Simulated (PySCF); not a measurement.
# CClF (SMILES F[C]Cl) at UPBE0/STO-6G

What is the vertical triplet–singlet gap of CClF at UPBE0/STO-6G? Input form: a Python script.

The calculation is run with PySCF 2.14.0.

18 further runs of the same task are left out: 6 that didn't finish, 12 set aside as unsound or not needed.

### 1 Starting point

CClF: 3 atoms, total charge 0, spin state triplet. As SMILES, `F[C]Cl`. Geometry: relaxed at GFN2-xTB.

Bond lengths: F1–C2 1.332 Å, C2–Cl3 1.644 Å. Angles: F1–C2–Cl3 123.8°.

### 2 The energy at UPBE0/STO-6G

Contents of input.xyz:

```xyz
3

F     -0.998630     0.639490    -0.473520
C     -0.216580    -0.392190    -0.160770
Cl     1.215200    -0.247300     0.634290
```

Contents of calc.py:

```python
from pyscf import gto, dft

mol = gto.Mole()
mol.atom = 'input.xyz'
mol.basis = 'sto-6g'
mol.spin = 2
mol.charge = 0
mol.max_memory = 1860
mol.verbose = 3
mol.build()

mf = dft.UKS(mol, xc='pbe0')
mf.grids.level = 5
mf.conv_tol = 1e-10
mf.kernel()
if not mf.converged:
    mf = mf.newton().run(mf.mo_coeff, mf.mo_occ)

e_final = mf.e_tot
print('E(%s) = %.9f' % ('PBE0', e_final))
```

On the command line:

```sh
$ OMP_NUM_THREADS=1 python calc.py
```

The log of the run:

```text
WARN: HOMO -0.0579260273486208 >= LUMO -0.20434747601987

converged SCF energy = -595.533495469673  <S^2> = 2.0026117  2S+1 = 3.0017407
E(PBE0) = -595.533495470
```

It took 4.2 s on 1 thread of Arm Neoverse V1, shared host; peak memory 0.2 GiB.

### 3 The singlet

Contents of calc.py:

```python
from pyscf import gto, dft

mol = gto.M(
    atom='''
F       -0.998630       0.639490      -0.473520
C       -0.216580      -0.392190      -0.160770
Cl       1.215200      -0.247300       0.634290
''',
    basis='sto-6g',
    spin=0,
    verbose=3,
    max_memory=1860,
    charge=0,
)

mf = dft.RKS(mol)
mf.xc = 'pbe0'
mf.grids.level = 5
mf.conv_tol = 1e-10
mf.kernel()
if not mf.converged:
    mf = mf.newton().run(mf.mo_coeff, mf.mo_occ)

e_tot = mf.e_tot
print('Final energy', e_tot)
```

On the command line:

```sh
$ OMP_NUM_THREADS=1 python calc.py
```

The log of the run:

```text
converged SCF energy = -595.549070877323
Final energy -595.5490708773227
```

Run time: 2.7 s. Hardware: 1 thread of Arm Neoverse V1, shared host; peak memory 0.19 GiB.

### 4 Summary of results

At UPBE0/STO-6G:

```
                                        quantity          value
                           triplet: total energy  -595.53350 Eh
                          triplet: dipole moment         0.79 D
     triplet: HOMO energy (highest over α and β)       -3.53 eV
      triplet: LUMO energy (lowest over α and β)       -0.18 eV
                                   triplet: ⟨S²⟩          2.003
                           singlet: total energy  -595.54907 Eh
                          singlet: dipole moment         1.50 D
                            singlet: HOMO energy       -3.89 eV
                            singlet: LUMO energy        0.31 eV
                          singlet: HOMO–LUMO gap        4.20 eV
vertical energy of the singlet above the triplet      -0.424 eV
```

At this shape the singlet lies 0.42 eV (40.9 kJ/mol) below the triplet. In a minimal basis such a difference can be off by several eV, whatever the method. Mulliken charges (triplet) run from -0.05 on Cl3 to +0.07 on C2; they depend strongly on the basis.
